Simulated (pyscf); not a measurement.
Optimised with ωB97X-D3(BJ)/def2-SVP in PySCF. Correlated levels are frozen-core, on RHF or UHF. ΔMP2 is the change of the MP2 total energy from the triple- to the quadruple-zeta basis.

For the elementary gas-phase step PH (SMILES [PH]) [triplet] + H₂O (SMILES O) → HO–PH• (SMILES O[PH]) + H• (SMILES [H]) (triplet surface; H–O broken, O–P formed), what barrier and reaction energy does CCSD(T)/def2-TZVPP + ΔMP2(QZVPP) give, measured from the separated reactants?

ΔE‡ = 215.8 kJ/mol, ΔE = +142.9 kJ/mol. Zero-point energy shifts the barrier by -10.4 kJ/mol. It is a substitution at O, with an imaginary mode of 1800i cm⁻¹. HO–PH• + H• also meet on a surface of lower spin, which isn't treated here. One saddle was located; it need not be the lowest between these sides. The angle at the attacked O is 149°. The CCSD(T) − MP2 part came from Ansatz, without density fitting, on the same reference.
